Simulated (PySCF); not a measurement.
A mixed set of molecules.

All values: PBE0/def2-SVPD (PySCF) at GFN2-xTB geometries, gas phase, one conformer each. Core orbitals are frozen in the response; Δα² is half the sum of the squared differences of the principal polarisabilities.

Task: Rank by polarisability anisotropy Δα, highest first.
A. `[O:1]=[C:2]([F:3])[c:4]1[cH:5][cH:6][c:7]([SiH3:8])[o:9]1` with O1–C2–C4–C5 180°
B. `[CH2:1]=[C:2]1[CH2:3][CH2:4][C:5](=[S:6])[CH2:7][S:8]1` with C1–C2–C3–C4 121°, C2–C3–C4–C5 56°, C3–C4–C5–S6 -173°, C4–C5–C7–S8 -59°
C. `[CH3:1][NH:2][C:3](=[O:4])[C:5]#[C:6][CH:7]=[O:8]` with C1–N2–C3–O4 0°
D. `[O:1]=[CH:2][OH:3]` with O1–C2–O3–H 0°

Result: C (9.60 Å³), A (9.02 Å³), B (8.78 Å³), D (1.43 Å³).

Task: Rank by dipole moment, highest first.
A. `[CH2:1]=[C:2]1[CH2:3][CH2:4][C:5](=[S:6])[CH2:7][S:8]1` with C1–C2–C3–C4 121°, C2–C3–C4–C5 56°, C3–C4–C5–S6 -173°, C4–C5–C7–S8 -59°
B. `[CH3:1][NH:2][C:3](=[O:4])[C:5]#[C:6][CH:7]=[O:8]` with C1–N2–C3–O4 0°
C. `[O:1]=[CH:2][OH:3]` with O1–C2–O3–H 0°
D. `[O:1]=[C:2]([F:3])[c:4]1[cH:5][cH:6][c:7]([SiH3:8])[o:9]1` with O1–C2–C4–C5 180°

Result: D (4.76 D), B (3.79 D), A (2.91 D), C (1.73 D).

Task: Rank by HOMO energy, lowest first.
A. `C=C1CCC(=S)CS1` (C6H8S2)
B. `O=C(F)c1ccc([SiH3])o1` (C5H5FO2Si)
C. `O=CC#CC(NC)=O` (C5H5NO2)
D. `FCC(Cl)(Cl)Cl` (C2H2Cl3F)
E. `O=CO` (CH2O2)

Result: D (-9.02 eV), E (-8.64 eV), C (-8.11 eV), B (-7.62 eV), A (-6.34 eV).

All values together:

```csv
SMILES,formula,μ (D),HOMO (eV),LUMO (eV),α (Å³),Δα (Å³),electrons,α per electron (Å³)
C=C1CCC(=S)CS1,C6H8S2,2.91,-6.34,-2.35,16.82,8.78,76,0.221
O=CO,CH2O2,1.73,-8.64,-0.23,3.25,1.43,24,0.135
FCC(Cl)(Cl)Cl,C2H2Cl3F,1.60,-9.02,-1.04,10.06,1.31,74,0.136
CNC(=O)C#CC=O,C5H5NO2,3.79,-8.11,-2.59,11.71,9.60,58,0.202
O=C(F)c1ccc([SiH3])o1,C5H5FO2Si,4.76,-7.62,-2.17,14.07,9.02,74,0.190
```

Conformers: `[CH2:1]=[C:2]1[CH2:3][CH2:4][C:5](=[S:6])[CH2:7][S:8]1` with C1–C2–C3–C4 121°, C2–C3–C4–C5 56°, C3–C4–C5–S6 -173°, C4–C5–C7–S8 -59°; `[O:1]=[CH:2][OH:3]` with O1–C2–O3–H 0°; `[CH3:1][NH:2][C:3](=[O:4])[C:5]#[C:6][CH:7]=[O:8]` with C1–N2–C3–O4 0°; `[O:1]=[C:2]([F:3])[c:4]1[cH:5][cH:6][c:7]([SiH3:8])[o:9]1` with O1–C2–C4–C5 180°.
